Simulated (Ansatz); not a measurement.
# N2O: state-averaged CASSCF

Calculated in Ansatz's Gaussian-basis code. State-averaged CASSCF with equal weights; occupations are averaged over the states; levels count from the state that is lowest in CASSCF. No symmetry is imposed, so a solution can break that of the shape. The lowest solution met needn't be the lowest there is, nor hold the orbitals that a chemist would pick.

Geometry:

| atom | x (Å) | y (Å) | z (Å) |
| --- | --- | --- | --- |
| N | 0.0000 | 0.0000 | -1.1943 |
| N | 0.0000 | 0.0000 | -0.0683 |
| O | 0.0000 | 0.0000 | 1.1047 |

Basis cc-pVDZ, nonrelativistic, 3 orbitals frozen in the corrections; active space CAS(8,6). Averaged: 2 singlets.

CASSCF levels: singlet 0.00, singlet 7.30 eV.

(1) How does SC-NEVPT2 move them?

Results:

(1) singlet 0.00, singlet 7.52 eV, in the same order of listing. The lowest state stays.
